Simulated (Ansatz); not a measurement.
A nudged elastic band was laid between two geometries of C₂H₅NS (9 atoms, charge 0, multiplicity 1).

Computed with RKS revPBE/6-31G* in Ansatz 0.2.0.

| Quantity | Value |
| --- | --- |
| movable images | 9 |
| climbing image | yes |
| spring | 5.0 eV/Å² |
| optimiser | quadratic models (default) |
| start path | IDPP |
| force threshold | 0.03 eV/Å |
| iteration limit | 27 |
| end points | relaxed |

Initial state:

```xyz
9
Properties=species:S:1:pos:R:3
C -0.134 1.229 -1.009
N -0.664 0.326 -0.270
C 0.196 -0.781 0.137
S 0.457 -0.793 1.972
H 0.923 1.222 -1.351
H -0.755 2.078 -1.334
H -0.289 -1.727 -0.159
H 1.220 -0.755 -0.293
H -0.865 -0.845 2.290
```

Final state:

```xyz
9
Properties=species:S:1:pos:R:3
C -0.353 1.147 -0.938
N -0.825 0.077 -0.411
C 0.156 -0.891 0.072
S -0.032 -1.211 1.884
H 0.731 1.371 -1.046
H -1.055 1.905 -1.317
H -0.058 -1.869 -0.393
H 1.210 -0.617 -0.150
H 0.316 0.042 2.281
```

(1) What changes between the two ends?

(2) What energy profile does the band end with?

(3) What is the geometry of the highest image?

(4) What are the harmonic wavenumbers there?

The band took 7 iterations and of the order of 5 core-minutes.

Answers

(1) No bond is made or broken. The dihedral N2–C3–S4–H9 goes from 56 to -66°.

(2) It converged. The highest image is number 6 of 0 to 10, 0.089 eV above the first end and 0.075 eV above the last; the last end lies 0.014 eV above the first. A vibrational analysis at the climbing image gives one clearly imaginary mode, 254i cm⁻¹: a first-order saddle point.

| image | path coordinate (Å) | energy (eV) | dihedral N2–C3–S4–H9 (°) |
| --- | --- | --- | --- |
| 0 | 0.00 | 0.000 | 56 |
| 1 | 0.19 | 0.004 | 48 |
| 2 | 0.38 | 0.015 | 39 |
| 3 | 0.58 | 0.035 | 28 |
| 4 | 0.77 | 0.060 | 16 |
| 5 | 0.96 | 0.081 | 3 |
| 6 | 1.15 | 0.089 | -9 |
| 7 | 1.39 | 0.076 | -25 |
| 8 | 1.63 | 0.048 | -40 |
| 9 | 1.87 | 0.023 | -54 |
| 10 | 2.11 | 0.014 | -66 |

(3) 
```xyz
9
Properties=species:S:1:pos:R:3
C -0.323 1.150 -0.913
N -0.721 0.108 -0.279
C 0.301 -0.868 0.076
S 0.328 -1.146 1.924
H 0.732 1.346 -1.199
H -1.067 1.907 -1.203
H 0.028 -1.835 -0.380
H 1.325 -0.589 -0.250
H -0.515 -0.119 2.206
```

(4) 254i, 107, 312, 433, 632, 758, 861, 961, 994, 1015, 1159, 1216, 1291, 1462, 1482, 1672, 2632, 2927, 2942, 3035, 3093 cm⁻¹.

Run time: 7.4 min on 1 CPU thread of a shared host.
